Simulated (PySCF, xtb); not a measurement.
fluoromethane (CH3F), SMILES CF.

Harmonic wavenumbers (cm⁻¹) from xtb with GFN2-xTB at its own minimum, in rising order: 1060, 1133, 1133, 1386, 1448, 1448, 2999, 3005, 3006.

### Question
What does B3LYP-D3(BJ)/def2-TZVP run with PySCF give at its own minimum? (The exact figures need the calculation; the answer reports its results.)

### Answer
1052, 1194, 1194, 1488, 1494, 1494, 3031, 3111, 3111. Paired by order, the mean absolute difference is 63 cm⁻¹ and the zero-point energies are 23.8 and 24.5 kcal/mol.
